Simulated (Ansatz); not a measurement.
Sn₃Ru: from a trial structure to a relaxed crystal

Theory: DFT PBE, scalar-relativistic, plane waves, PAW (Ansatz 0.2.0). Cutoff 420 eV, Γ-centred k mesh, Gaussian smearing, no spin polarisation in the final step.

The start puts Sn₃Ru on the sites of a reported GeP3 cell (R-3m, No. 166), with Ru in place of Ge, Sn in place of P, at a guessed volume.

```yaml
crystal:
  lattice:
    - [3.86594, 2.23200, 3.63088]
    - [-3.86594, 2.23200, 3.63088]
    - [0.00000, -4.46400, 3.63088]
  atoms:
    - { symbol: Sn, position: [0.79700, 0.25200, 0.79700] }
    - { symbol: Sn, position: [0.79700, 0.79700, 0.25200] }
    - { symbol: Sn, position: [0.25200, 0.79700, 0.79700] }
    - { symbol: Sn, position: [0.20300, 0.74800, 0.20300] }
    - { symbol: Sn, position: [0.74800, 0.20300, 0.20300] }
    - { symbol: Sn, position: [0.20300, 0.20300, 0.74800] }
    - { symbol: Ru, position: [0.26900, 0.26900, 0.26900] }
    - { symbol: Ru, position: [0.73100, 0.73100, 0.73100] }
```

Steps on the 3×3×3 mesh (8 atoms). 12 of 15 steps are shown, and the free energy counts from the last. Trial steps that were taken back and renewals of the plane-wave basis can be among the rows.

| step | ΔF (meV/atom) | V (Å³/atom) | P (GPa) | largest force component (eV/Å) |
| --- | --- | --- | --- | --- |
| 1 | 1398.7 | 23.50 | 25.13 | 7.224 |
| 2 | 397.1 | 24.51 | 4.98 | 2.284 |
| 4 | 202.5 | 21.60 | 8.64 | 2.156 |
| 5 | 110.2 | 23.01 | 2.09 | 0.549 |
| 6 | 78.8 | 22.92 | 1.60 | 0.410 |
| 7 | 46.2 | 22.75 | 1.22 | 0.255 |
| 9 | 10.3 | 22.44 | -0.21 | 0.011 |
| 10 | 6.6 | 22.44 | 0.04 | 0.011 |
| 11 | 3.7 | 22.26 | 0.28 | 0.054 |
| 12 | 1.0 | 21.96 | 0.63 | 0.043 |
| 14 | 0.0 | 22.16 | 0.05 | 0.004 |
| 15 | 0.0 | 22.16 | 0.05 | 0.004 |

Steps on the 12×12×12 mesh (4 atoms). 5 of 6 steps are shown, and the free energy counts from the last.

```tsv
step	ΔF (meV/atom)	V (Å³/atom)	P (GPa)
1	6.8	22.16	0.25
2	3.0	22.39	-0.28
3	6.6	21.86	2.80
4	0.2	22.52	-0.22
6	0.0	22.48	0.01
```

A final relaxation ran on a 12×12×12 mesh. The relaxed crystal, R-3m (No. 166):

```cif
data_structure
_symmetry_space_group_name_H-M 'R-3m:H'
_symmetry_Int_Tables_number 166
_cell_length_a 6.9580
_cell_length_b 6.9580
_cell_length_c 6.4342
_cell_angle_alpha 90.000
_cell_angle_beta 90.000
_cell_angle_gamma 120.000
_cell_volume 269.77
loop_
_atom_site_label
_atom_site_type_symbol
_atom_site_symmetry_multiplicity
_atom_site_Wyckoff_symbol
_atom_site_fract_x
_atom_site_fract_y
_atom_site_fract_z
_atom_site_occupancy
Sn1 Sn 9 d 0.33333 0.16667 0.16667 1
Ru1 Ru 3 b 0.00000 0.00000 0.50000 1
```

For Sn₃Ru, the volume per atom is 22.48 Å³, the density is 8.44 g/cm³ and the energy over the elements is 0.42 eV/atom. The gap on the 12×12×12 mesh is 0 eV (a metal).

Formation energies are uncorrected and refer to the elements' standard structures at the same level.

The final run used a 12×12×12 mesh on its 4-atom cell and 0.10 eV smearing. For metals, differences of a few meV/atom aren't resolved.

Symmetry constrained the relaxation, so the result can be a saddle point.